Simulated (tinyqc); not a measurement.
CCSD on RHF in the sto-3g basis, frozen core, for H3O+, spin multiplicity 1, step by step (part 1 of 2). Computed by tinyqc, a small Python program that keeps every step (integrals from PySCF). Settings: charge = 1, multiplicity = 1, basis = sto-3g, method = RHF, frozen orbitals = 1, energy threshold = 1e-10, iteration cap = 51, orthogonalisation = symmetric, start = atomic densities, DIIS depth = 6, amplitude equations = CCSD, DIIS depth for amplitudes = 4, cap on updates = 52. Command: `OMP_NUM_THREADS=1 python tinyqc.py 23611 23612 out.jsonl` (the two numbers bound the seeds that draw the settings). One thread of a shared host (Intel(R) Xeon(R) Processor @ 2.60GHz), about 0.3 s of CPU time with the checks. The early iterations of the SCF are left out here.

## One-electron integrals

Geometry (angstrom):
```
atom        x        y       z
O      0.0000   0.0000  0.0670
H      0.9170   0.0000  0.0000
H     -0.4590   0.7940  0.0000
H     -0.4590  -0.7940  0.0000
```

Basis sto-3g: exponents (1/bohr^2) and contraction coefficients of normalised primitives:
```
element  l (shell)  exponent  coefficient
O            s (1)  130.7093       0.1543
O            s (1)   23.8089       0.5353
O            s (1)    6.4436       0.4446
O            s (2)    5.0332      -0.1000
O            s (2)    1.1696       0.3995
O            s (2)    0.3804       0.7001
O            p (3)    5.0332       0.1559
O            p (3)    1.1696       0.6077
O            p (3)    0.3804       0.3920
H            s (1)    3.4253       0.1543
H            s (1)    0.6239       0.5353
H            s (1)    0.1689       0.4446
```

Overlap, kinetic and nuclear-attraction integrals over the contracted functions; the nuclear repulsion is the sum of Za Zb / Rab.

nuclear repulsion = 14.811155 hartree

overlap S:
```
         1O 1s   1O 2s   1O 2px   1O 2py   1O 2pz    2H 1s    3H 1s    4H 1s
1O 1s   1.0000  0.2367   0.0000   0.0000   0.0000   0.0590   0.0590   0.0590
1O 2s   0.2367  1.0000   0.0000   0.0000   0.0000   0.4999   0.4998   0.4998
1O 2px  0.0000  0.0000   1.0000   0.0000   0.0000   0.4052  -0.2027  -0.2027
1O 2py  0.0000  0.0000   0.0000   1.0000   0.0000   0.0000   0.3507  -0.3507
1O 2pz  0.0000  0.0000   0.0000   0.0000   1.0000  -0.0296  -0.0296  -0.0296
2H 1s   0.0590  0.4999   0.4052   0.0000  -0.0296   1.0000   0.2258   0.2258
3H 1s   0.0590  0.4998  -0.2027   0.3507  -0.0296   0.2258   1.0000   0.2260
4H 1s   0.0590  0.4998  -0.2027  -0.3507  -0.0296   0.2258   0.2260   1.0000
```

kinetic energy T (hartree):
```
          1O 1s    1O 2s   1O 2px   1O 2py   1O 2pz    2H 1s    3H 1s    4H 1s
1O 1s   29.0032  -0.1680   0.0000   0.0000   0.0000   0.0005   0.0004   0.0004
1O 2s   -0.1680   0.8081   0.0000   0.0000   0.0000   0.1476   0.1475   0.1475
1O 2px   0.0000   0.0000   2.5287   0.0000   0.0000   0.3133  -0.1568  -0.1568
1O 2py   0.0000   0.0000   0.0000   2.5287   0.0000   0.0000   0.2712  -0.2712
1O 2pz   0.0000   0.0000   0.0000   0.0000   2.5287  -0.0229  -0.0229  -0.0229
2H 1s    0.0005   0.1476   0.3133   0.0000  -0.0229   0.7600   0.0031   0.0031
3H 1s    0.0004   0.1475  -0.1568   0.2712  -0.0229   0.0031   0.7600   0.0032
4H 1s    0.0004   0.1475  -0.1568  -0.2712  -0.0229   0.0031   0.0032   0.7600
```

nuclear attraction V (hartree):
```
           1O 1s     1O 2s    1O 2px    1O 2py    1O 2pz    2H 1s    3H 1s    4H 1s
1O 1s   -62.3449   -7.5917    0.0000    0.0000    0.0037  -1.9488  -1.9482  -1.9482
1O 2s    -7.5917  -10.7495    0.0001    0.0000    0.0426  -4.3501  -4.3492  -4.3492
1O 2px    0.0000    0.0001  -10.7433    0.0000    0.0000  -3.1552   1.5790   1.5790
1O 2py    0.0000    0.0000    0.0000  -10.7430    0.0000   0.0000  -2.7313   2.7313
1O 2pz    0.0037    0.0426    0.0000    0.0000  -10.5418   0.2434   0.2433   0.2433
2H 1s    -1.9488   -4.3501   -3.1552    0.0000    0.2434  -6.3012  -1.6020  -1.6020
3H 1s    -1.9482   -4.3492    1.5790   -2.7313    0.2433  -1.6020  -6.3008  -1.6032
4H 1s    -1.9482   -4.3492    1.5790    2.7313    0.2433  -1.6020  -1.6032  -6.3008
```

core Hamiltonian H = T + V (hartree):
```
           1O 1s    1O 2s   1O 2px   1O 2py   1O 2pz    2H 1s    3H 1s    4H 1s
1O 1s   -33.3417  -7.7598   0.0000   0.0000   0.0037  -1.9483  -1.9478  -1.9478
1O 2s    -7.7598  -9.9414   0.0001   0.0000   0.0426  -4.2025  -4.2017  -4.2017
1O 2px    0.0000   0.0001  -8.2146   0.0000   0.0000  -2.8419   1.4222   1.4222
1O 2py    0.0000   0.0000   0.0000  -8.2143   0.0000   0.0000  -2.4601   2.4601
1O 2pz    0.0037   0.0426   0.0000   0.0000  -8.0130   0.2205   0.2205   0.2205
2H 1s    -1.9483  -4.2025  -2.8419   0.0000   0.2205  -5.5411  -1.5988  -1.5988
3H 1s    -1.9478  -4.2017   1.4222  -2.4601   0.2205  -1.5988  -5.5408  -1.6000
4H 1s    -1.9478  -4.2017   1.4222   2.4601   0.2205  -1.5988  -1.6000  -5.5408
```

## Two-electron integrals

Functions are numbered as in S; the eight-fold symmetry (ij|kl) = (ji|kl) = (kl|ij) leaves the list below.

Two-electron integrals (ij|kl) in chemists' order, unique and non-zero (hartree):
```
(11|11) 4.7851      (21|11) 0.7414      (21|21) 0.1369      (22|11) 1.1189
(22|21) 0.2566      (22|22) 0.8172      (31|31) 0.0245      (32|31) 0.0378
(32|32) 0.1805      (33|11) 1.1158      (33|21) 0.2567      (33|22) 0.8170
(33|33) 0.8802      (41|41) 0.0245      (42|41) 0.0378      (42|42) 0.1805
(43|43) 0.0474      (44|11) 1.1158      (44|21) 0.2567      (44|22) 0.8170
(44|33) 0.7853      (44|44) 0.8802      (51|51) 0.0245      (52|51) 0.0378
(52|52) 0.1805      (53|53) 0.0474      (54|54) 0.0474      (55|11) 1.1158
(55|21) 0.2567      (55|22) 0.8170      (55|33) 0.7853      (55|44) 0.7853
(55|55) 0.8802      (61|11) 0.1881      (61|21) 0.0344      (61|22) 0.0640
(61|31) 0.0016      (61|32) 0.0029      (61|33) 0.0642      (61|44) 0.0639
(61|51) -1.15e-04   (61|52) -2.14e-04   (61|53) -2.65e-05   (61|55) 0.0639
(61|61) 0.0088      (62|11) 0.4305      (62|21) 0.0999      (62|22) 0.3489
(62|31) 0.0074      (62|32) 0.0552      (62|33) 0.3599      (62|44) 0.3433
(62|51) -0.0005     (62|52) -0.0040     (62|53) -0.0012     (62|55) 0.3433
(62|61) 0.0255      (62|62) 0.1802      (63|11) 0.2975      (63|21) 0.0699
(63|22) 0.2611      (63|31) 0.0154      (63|32) 0.1010      (63|33) 0.2847
(63|44) 0.2491      (63|51) -3.35e-04   (63|52) -0.0029     (63|53) -0.0018
(63|55) 0.2491      (63|61) 0.0187      (63|62) 0.1638      (63|63) 0.1738
(64|41) 0.0108      (64|42) 0.0615      (64|43) 0.0116      (64|54) -0.0009
(64|64) 0.0266      (65|11) -0.0217     (65|21) -0.0051     (65|22) -0.0191
(65|31) -3.35e-04   (65|32) -0.0029     (65|33) -0.0191     (65|44) -0.0182
(65|51) 0.0108      (65|52) 0.0617      (65|53) 0.0117      (65|55) -0.0199
(65|61) -0.0014     (65|62) -0.0120     (65|63) -0.0108     (65|65) 0.0273
(66|11) 0.5504      (66|21) 0.1297      (66|22) 0.5170      (66|31) 0.0132
(66|32) 0.1322      (66|33) 0.5583      (66|44) 0.4960      (66|51) -0.0010
(66|52) -0.0097     (66|53) -0.0046     (66|55) 0.4963      (66|61) 0.0335
(66|62) 0.3272      (66|63) 0.3399      (66|65) -0.0248     (66|66) 0.7746
(71|11) 0.1880      (71|21) 0.0344      (71|22) 0.0640      (71|31) -0.0008
(71|32) -0.0015     (71|33) 0.0639      (71|41) 0.0014      (71|42) 0.0025
(71|43) -1.57e-04   (71|44) 0.0641      (71|51) -1.15e-04   (71|52) -2.13e-04
(71|53) 1.33e-05    (71|54) -2.30e-05   (71|55) 0.0639      (71|61) 0.0086
(71|62) 0.0246      (71|63) 0.0168      (71|64) 0.0007      (71|65) -0.0013
(71|66) 0.0318      (71|71) 0.0088      (72|11) 0.4305      (72|21) 0.0998
(72|22) 0.3489      (72|31) -0.0037     (72|32) -0.0276     (72|33) 0.3474
(72|41) 0.0064      (72|42) 0.0478      (72|43) -0.0072     (72|44) 0.3557
(72|51) -0.0005     (72|52) -0.0040     (72|53) 0.0006      (72|54) -0.0011
(72|55) 0.3433      (72|61) 0.0246      (72|62) 0.1443      (72|63) 0.0996
(72|64) 0.0159      (72|65) -0.0093     (72|66) 0.2141      (72|71) 0.0255
(72|72) 0.1802      (73|11) -0.1489     (73|21) -0.0350     (73|22) -0.1306
(73|31) 0.0119      (73|32) 0.0714      (73|33) -0.1378     (73|41) -0.0020
(73|42) -0.0171     (73|43) 0.0128      (73|44) -0.1293     (73|51) 1.68e-04
(73|52) 0.0014      (73|53) -0.0011     (73|54) 3.91e-04    (73|55) -0.1247
(73|61) -0.0078     (73|62) -0.0361     (73|63) -0.0049     (73|64) -0.0032
(73|65) 0.0023      (73|66) -0.0371     (73|71) -0.0094     (73|72) -0.0820
(73|73) 0.0634      (74|11) 0.2575      (74|21) 0.0605      (74|22) 0.2260
(74|31) -0.0020     (74|32) -0.0171     (74|33) 0.2183      (74|41) 0.0142
(74|42) 0.0911      (74|43) -0.0105     (74|44) 0.2438      (74|51) -2.90e-04
(74|52) -0.0025     (74|53) 3.91e-04    (74|54) -0.0015     (74|55) 0.2157
(74|61) 0.0149      (74|62) 0.0942      (74|63) 0.0642      (74|64) 0.0304
(74|65) -0.0060     (74|66) 0.1407      (74|71) 0.0162      (74|72) 0.1418
(74|73) -0.0638     (74|74) 0.1369      (75|11) -0.0217     (75|21) -0.0051
(75|22) -0.0191     (75|31) 1.68e-04    (75|32) 0.0014      (75|33) -0.0184
(75|41) -2.90e-04   (75|42) -0.0025     (75|43) 3.91e-04    (75|44) -0.0189
(75|51) 0.0108      (75|52) 0.0617      (75|53) -0.0059     (75|54) 0.0101
(75|55) -0.0199     (75|61) -0.0013     (75|62) -0.0093     (75|63) -0.0063
(75|64) -0.0010     (75|65) 0.0211      (75|66) -0.0151     (75|71) -0.0014
(75|72) -0.0120     (75|73) 0.0054      (75|74) -0.0093     (75|75) 0.0273
(76|11) 0.1535      (76|21) 0.0358      (76|22) 0.1335      (76|31) 0.0011
(76|32) 0.0093      (76|33) 0.1343      (76|41) 0.0019      (76|42) 0.0161
(76|43) 4.57e-04    (76|44) 0.1349      (76|51) -3.21e-04   (76|52) -0.0027
(76|53) -3.09e-04   (76|54) -0.0005     (76|55) 0.1310      (76|61) 0.0090
(76|62) 0.0657      (76|63) 0.0555      (76|64) 0.0068      (76|65) -0.0049
(76|66) 0.1181      (76|71) 0.0090      (76|72) 0.0657      (76|73) -0.0219
(76|74) 0.0514      (76|75) -0.0049     (76|76) 0.0284      (77|11) 0.5503
(77|21) 0.1297      (77|22) 0.5170      (77|31) -0.0066     (77|32) -0.0662
(77|33) 0.5115      (77|41) 0.0114      (77|42) 0.1145      (77|43) -0.0270
(77|44) 0.5426      (77|51) -0.0010     (77|52) -0.0097     (77|53) 0.0023
(77|54) -0.0039     (77|55) 0.4962      (77|61) 0.0318      (77|62) 0.2142
(77|63) 0.1404      (77|64) 0.0383      (77|65) -0.0151     (77|66) 0.3282
(77|71) 0.0335      (77|72) 0.3271      (77|73) -0.1701     (77|74) 0.2942
(77|75) -0.0248     (77|76) 0.1181      (77|77) 0.7746      (81|11) 0.1880
(81|21) 0.0344      (81|22) 0.0640      (81|31) -0.0008     (81|32) -0.0015
(81|33) 0.0639      (81|41) -0.0014     (81|42) -0.0025     (81|43) 1.57e-04
(81|44) 0.0641      (81|51) -1.15e-04   (81|52) -2.13e-04   (81|53) 1.33e-05
(81|54) 2.30e-05    (81|55) 0.0639      (81|61) 0.0086      (81|62) 0.0246
(81|63) 0.0168      (81|64) -0.0007     (81|65) -0.0013     (81|66) 0.0318
(81|71) 0.0086      (81|72) 0.0246      (81|73) -0.0090     (81|74) 0.0142
(81|75) -0.0013     (81|76) 0.0088      (81|77) 0.0318      (81|81) 0.0088
(82|11) 0.4305      (82|21) 0.0998      (82|22) 0.3489      (82|31) -0.0037
(82|32) -0.0276     (82|33) 0.3474      (82|41) -0.0064     (82|42) -0.0478
(82|43) 0.0072      (82|44) 0.3557      (82|51) -0.0005     (82|52) -0.0040
(82|53) 0.0006      (82|54) 0.0011      (82|55) 0.3433      (82|61) 0.0246
(82|62) 0.1443      (82|63) 0.0996      (82|64) -0.0159     (82|65) -0.0093
(82|66) 0.2141      (82|71) 0.0246      (82|72) 0.1443      (82|73) -0.0637
(82|74) 0.0783      (82|75) -0.0093     (82|76) 0.0540      (82|77) 0.2142
(82|81) 0.0255      (82|82) 0.1802      (83|11) -0.1489     (83|21) -0.0350
(83|22) -0.1306     (83|31) 0.0119      (83|32) 0.0714      (83|33) -0.1378
(83|41) 0.0020      (83|42) 0.0171      (83|43) -0.0128     (83|44) -0.1293
(83|51) 1.68e-04    (83|52) 0.0014      (83|53) -0.0011     (83|54) -3.91e-04
(83|55) -0.1247     (83|61) -0.0078     (83|62) -0.0361     (83|63) -0.0049
(83|64) 0.0032      (83|65) 0.0023      (83|66) -0.0371     (83|71) -0.0090
(83|72) -0.0637     (83|73) 0.0481      (83|74) -0.0337     (83|75) 0.0040
(83|76) -0.0176     (83|77) -0.1035     (83|81) -0.0094     (83|82) -0.0820
(83|83) 0.0634      (84|11) -0.2575     (84|21) -0.0605     (84|22) -0.2260
(84|31) 0.0020      (84|32) 0.0171      (84|33) -0.2183     (84|41) 0.0142
(84|42) 0.0911      (84|43) -0.0105     (84|44) -0.2438     (84|51) 2.90e-04
(84|52) 0.0025      (84|53) -3.91e-04   (84|54) -0.0015     (84|55) -0.2157
(84|61) -0.0149     (84|62) -0.0942     (84|63) -0.0642     (84|64) 0.0304
(84|65) 0.0060      (84|66) -0.1407     (84|71) -0.0142     (84|72) -0.0783
(84|73) 0.0337      (84|74) -0.0225     (84|75) 0.0049      (84|76) -0.0305
(84|77) -0.1024     (84|81) -0.0162     (84|82) -0.1418     (84|83) 0.0638
(84|84) 0.1369      (85|11) -0.0217     (85|21) -0.0051     (85|22) -0.0191
(85|31) 1.68e-04    (85|32) 0.0014      (85|33) -0.0184     (85|41) 2.90e-04
(85|42) 0.0025      (85|43) -3.91e-04   (85|44) -0.0189     (85|51) 0.0108
(85|52) 0.0617      (85|53) -0.0059     (85|54) -0.0101     (85|55) -0.0199
(85|61) -0.0013     (85|62) -0.0093     (85|63) -0.0063     (85|64) 0.0010
(85|65) 0.0211      (85|66) -0.0151     (85|71) -0.0013     (85|72) -0.0093
(85|73) 0.0040      (85|74) -0.0049     (85|75) 0.0211      (85|76) -0.0039
(85|77) -0.0151     (85|81) -0.0014     (85|82) -0.0120     (85|83) 0.0054
(85|84) 0.0093      (85|85) 0.0273      (86|11) 0.1535      (86|21) 0.0358
(86|22) 0.1335      (86|31) 0.0011      (86|32) 0.0093      (86|33) 0.1343
(86|41) -0.0019     (86|42) -0.0161     (86|43) -4.57e-04   (86|44) 0.1349
(86|51) -3.21e-04   (86|52) -0.0027     (86|53) -3.09e-04   (86|54) 0.0005
(86|55) 0.1310      (86|61) 0.0090      (86|62) 0.0657      (86|63) 0.0555
(86|64) -0.0068     (86|65) -0.0049     (86|66) 0.1181      (86|71) 0.0088
(86|72) 0.0540      (86|73) -0.0176     (86|74) 0.0305      (86|75) -0.0039
(86|76) 0.0237      (86|77) 0.0808      (86|81) 0.0090      (86|82) 0.0657
(86|83) -0.0219     (86|84) -0.0514     (86|85) -0.0049     (86|86) 0.0284
(87|11) 0.1536      (87|21) 0.0359      (87|22) 0.1336      (87|31) -0.0022
(87|32) -0.0187     (87|33) 0.1353      (87|44) 0.1342      (87|51) -3.21e-04
(87|52) -0.0027     (87|53) 0.0006      (87|55) 0.1311      (87|61) 0.0088
(87|62) 0.0541      (87|63) 0.0352      (87|65) -0.0039     (87|66) 0.0809
(87|71) 0.0090      (87|72) 0.0658      (87|73) -0.0337     (87|74) 0.0447
(87|75) -0.0049     (87|76) 0.0237      (87|77) 0.1182      (87|81) 0.0090
(87|82) 0.0658      (87|83) -0.0337     (87|84) -0.0447     (87|85) -0.0049
(87|86) 0.0237      (87|87) 0.0285      (88|11) 0.5503      (88|21) 0.1297
(88|22) 0.5170      (88|31) -0.0066     (88|32) -0.0662     (88|33) 0.5115
(88|41) -0.0114     (88|42) -0.1145     (88|43) 0.0270      (88|44) 0.5426
(88|51) -0.0010     (88|52) -0.0097     (88|53) 0.0023      (88|54) 0.0039
(88|55) 0.4962      (88|61) 0.0318      (88|62) 0.2142      (88|63) 0.1404
(88|64) -0.0383     (88|65) -0.0151     (88|66) 0.3282      (88|71) 0.0318
(88|72) 0.2142      (88|73) -0.1035     (88|74) 0.1024      (88|75) -0.0151
(88|76) 0.0808      (88|77) 0.3283      (88|81) 0.0335      (88|82) 0.3271
(88|83) -0.1701     (88|84) -0.2942     (88|85) -0.0248     (88|86) 0.1181
(88|87) 0.1182      (88|88) 0.7746
```

## Orthogonalisation

S = U s U^T; symmetric (Loewdin) form X = U s^(-1/2) U^T, so that X^T S X = 1.

eigenvalues of S: 0.3064  0.3781  0.3783  0.9727  1.0067  1.3957  1.3961  2.1660

X:
```
          1O 1s    1O 2s   1O 2px   1O 2py   1O 2pz    2H 1s    3H 1s    4H 1s
1O 1s    1.0253  -0.1546   0.0000   0.0000   0.0018   0.0212   0.0212   0.0212
1O 2s   -0.1546   1.3847   0.0000   0.0000  -0.0211  -0.3013  -0.3012  -0.3012
1O 2px   0.0000   0.0000   1.1498   0.0000   0.0000  -0.3104   0.1553   0.1553
1O 2py   0.0000   0.0000   0.0000   1.1496   0.0000   0.0000  -0.2687   0.2687
1O 2pz   0.0018  -0.0211   0.0000   0.0000   1.0012   0.0176   0.0175   0.0175
2H 1s    0.0212  -0.3013  -0.3104   0.0000   0.0176   1.2437  -0.0791  -0.0791
3H 1s    0.0212  -0.3012   0.1553  -0.2687   0.0175  -0.0791   1.2436  -0.0792
4H 1s    0.0212  -0.3012   0.1553   0.2687   0.0175  -0.0791  -0.0792   1.2436
```

## Iteration 8 (converged): orbitals

converged F (hartree):
```
           1O 1s    1O 2s   1O 2px   1O 2py   1O 2pz    2H 1s    3H 1s    4H 1s
1O 1s   -20.8510  -5.3116   0.0000   0.0000   0.0052  -1.3410  -1.3406  -1.3406
1O 2s    -5.3116  -3.0260   0.0001   0.0000   0.0316  -1.3298  -1.3295  -1.3295
1O 2px    0.0000   0.0001  -0.9837   0.0000   0.0000  -0.6853   0.3430   0.3430
1O 2py    0.0000   0.0000   0.0000  -0.9834   0.0000   0.0000  -0.5933   0.5933
1O 2pz    0.0052   0.0316   0.0000   0.0000  -0.9245   0.0621   0.0621   0.0621
2H 1s    -1.3410  -1.3298  -0.6853   0.0000   0.0621  -0.9676  -0.4746  -0.4746
3H 1s    -1.3406  -1.3295   0.3430  -0.5933   0.0621  -0.4746  -0.9674  -0.4749
4H 1s    -1.3406  -1.3295   0.3430   0.5933   0.0621  -0.4746  -0.4749  -0.9674
```

Diagonalise F' = X^T F X, C = X C', fill 5 alpha and 5 beta electrons from the bottom; D = 2 C_occ C_occ^T. Each column has its largest component positive (the first on a tie).

F' = X^T F X (hartree):
```
          1        2        3        4        5        6        7        8
1  -20.4608  -2.7266   0.0000   0.0000   0.0077  -0.2249  -0.2248  -0.2248
2   -2.7266  -1.5952   0.0000   0.0000  -0.0091  -0.5568  -0.5566  -0.5566
3    0.0000   0.0000  -0.6376   0.0000   0.0000  -0.5881   0.2942   0.2942
4    0.0000   0.0000   0.0000  -0.6377   0.0000   0.0000  -0.5091   0.5091
5    0.0077  -0.0091   0.0000   0.0000  -0.9216   0.0380   0.0380   0.0380
6   -0.2249  -0.5568  -0.5881   0.0000   0.0380  -0.2661  -0.1060  -0.1060
7   -0.2248  -0.5566   0.2942  -0.5091   0.0380  -0.1060  -0.2662  -0.1060
8   -0.2248  -0.5566   0.2942   0.5091   0.0380  -0.1060  -0.1060  -0.2662
```

orbital energies (hartree): MO1 -20.8603, MO2 -1.8115, MO3 -1.1578, MO4 -1.1575, MO5 -0.9241, MO6 0.1402, MO7 0.3596, MO8 0.3601

coefficients C:
```
            MO1      MO2      MO3      MO4      MO5      MO6      MO7      MO8
1O 1s    0.9938  -0.2413   0.0000   0.0000  -0.0153  -0.1746   0.0000   0.0000
1O 2s    0.0294   0.8663   0.0001   0.0000   0.0748   1.2070   0.0000   0.0000
1O 2px   0.0000  -0.0001   0.7096   0.0000   0.0000  -0.0001   0.0000  -0.9814
1O 2py   0.0000   0.0000   0.0000   0.7097   0.0000   0.0000   0.9810   0.0000
1O 2pz  -0.0008  -0.0322   0.0000   0.0000   0.9970  -0.0936   0.0000   0.0000
2H 1s   -0.0056   0.0982   0.3805   0.0000  -0.0184  -0.6889   0.0000   1.0573
3H 1s   -0.0056   0.0982  -0.1903   0.3296  -0.0184  -0.6885  -0.9156  -0.5288
4H 1s   -0.0056   0.0982  -0.1903  -0.3296  -0.0184  -0.6885   0.9156  -0.5288
```

D after iteration 8:
```
          1O 1s    1O 2s   1O 2px   1O 2py   1O 2pz    2H 1s    3H 1s    4H 1s
1O 1s    2.0921  -0.3618   0.0000   0.0000  -0.0165  -0.0580  -0.0579  -0.0579
1O 2s   -0.3618   1.5137   0.0001   0.0000   0.0932   0.1672   0.1670   0.1670
1O 2px   0.0000   0.0001   1.0070   0.0000   0.0000   0.5400  -0.2701  -0.2701
1O 2py   0.0000   0.0000   0.0000   1.0072   0.0000   0.0000   0.4679  -0.4679
1O 2pz  -0.0165   0.0932   0.0000   0.0000   1.9901  -0.0429  -0.0429  -0.0429
2H 1s   -0.0580   0.1672   0.5400   0.0000  -0.0429   0.3096  -0.1248  -0.1248
3H 1s   -0.0579   0.1670  -0.2701   0.4679  -0.0429  -0.1248   0.3098  -0.1249
4H 1s   -0.0579   0.1670  -0.2701  -0.4679  -0.0429  -0.1248  -0.1249   0.3098
```

## Convergence

Stop when the energy changes by less than 1e-10 hartree and every element of the error matrix X^T (F D S - S D F) X is below 3e-06.

Course of the cycle:
```
iteration  E (hartree)     change  largest element of the error matrix
1           -71.620989          -                             1.42e+00
2           -75.236217  -3.62e+00                             2.66e-01
3           -75.312008  -7.58e-02                             2.27e-02
4           -75.312559  -5.51e-04                             3.70e-03
5           -75.312577  -1.88e-05                             7.78e-05
6           -75.312577  -1.79e-08                             2.03e-05
7           -75.312577  -1.06e-09                             1.36e-06
8           -75.312577  -2.59e-12                             4.43e-09
```

PySCF RHF in the same basis = -75.312577 hartree

Converged in 8 iterations.
